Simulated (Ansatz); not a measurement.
Input file:

```yaml
crystal:
  periodic: [false, false, false]
  atoms:
    - {symbol: Cu, position_ang: [0.000000, 0.000000, 0.000000]}
    - {symbol: N, position_ang: [0.000000, 0.000000, 1.810200]}
basis:
  gaussian: {orbitals: def2-SVP}
total_charge: 1
magnetization: {spin_polarized: false, initial_magnetization: 3}
hamiltonian: {xc: {name: PBE}}
correlation: {method: ccsd_t, frozen_orbitals: {Cu: 0}}
scf: {lower_state_search: off}
output: {forces: true}
```

```sh
$ ansatz run in.yaml --threads 1 --pin off --events-out ev --progress --plain --max-ram 2393MiB
```

(1) One thing in this input was set wrong on purpose, beside settings that are merely unusual. What is the gravest fault, and what does the program do?

Results:

(1) Wrong frozen-orbital counts. How the run ends: refused.
```
these checks for a lower state are left out or cut short: starts, cluster_reference, orbital_swaps, neighbouring_geometries, increment
Error: "frozen_orbitals" has no count for N
```
